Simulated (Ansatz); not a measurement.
Si₂H⁺, 3 atoms. Hardware: 4 threads of Arm Neoverse V1 on a shared host.

Correlated methods freeze 10 core orbitals.

How many basis functions does each of these Ansatz runs have, and roughly what does it cost? PBE0-D4/def2-TZVP, charge 1 quintet, relaxation, 10 steps; RPA@PBE/def2-TZVP, charge 1 quintet, energy, from earlier orbitals; PBE-D4/def2-SVP, charge 1 singlet, energy, from earlier orbitals; PBE0-D4/def2-TZVP, charge 0 doublet at the geometry of the charge 1 singlet, energy; B3LYP-D4/6-31G, charge 1 triplet, energy; r2SCAN-D4/def2-TZVP, charge 1 triplet, energy, from earlier orbitals; PBE-D4/def2-TZVP, charge 1 triplet, energy, from earlier orbitals; PBE0-D4/def2-TZVP, charge 1 singlet, energy, from earlier orbitals; B3LYP-D4/def2-TZVP, charge 1 triplet, energy, from earlier orbitals; MP2/def2-TZVP, charge 1 singlet, energy, from earlier orbitals; r2SCAN-D4/def2-TZVP, charge 1 unrestricted singlet, energy, from earlier orbitals; PBE0-D4/def2-TZVP, charge 1 singlet, relaxation, 3 steps.

Other jobs shared the machine, so times can vary by a factor of up to 3. A dash marks memory too small to be measured apart from the calling script's.

```csv
run,functions,fitting or Cholesky vectors,wall time,peak host memory (GiB)
"B3LYP-D4/6-31G, charge 1 triplet, energy",28,312,0.35 s,–
"PBE-D4/def2-TZVP, charge 1 triplet, energy, from earlier orbitals",80,548,0.55 s,–
"B3LYP-D4/def2-TZVP, charge 1 triplet, energy, from earlier orbitals",80,566,0.65 s,–
"PBE-D4/def2-SVP, charge 1 singlet, energy, from earlier orbitals",41,450,0.75 s,–
"RPA@PBE/def2-TZVP, charge 1 quintet, energy, from earlier orbitals",80,490,1 s,–
"MP2/def2-TZVP, charge 1 singlet, energy, from earlier orbitals",80,486,1.1 s,–
"r2SCAN-D4/def2-TZVP, charge 1 triplet, energy, from earlier orbitals",80,548,1.6 s,–
"PBE0-D4/def2-TZVP, charge 1 singlet, energy, from earlier orbitals",80,580,2.6 s,–
"r2SCAN-D4/def2-TZVP, charge 1 unrestricted singlet, energy, from earlier orbitals",80,548,3.1 s,–
"PBE0-D4/def2-TZVP, charge 0 doublet at the geometry of the charge 1 singlet, energy",80,580,6.5 s,–
"PBE0-D4/def2-TZVP, charge 1 singlet, relaxation, 3 steps",80,580,12 s,–
"PBE0-D4/def2-TZVP, charge 1 quintet, relaxation, 10 steps",80,580,13 s,–
```
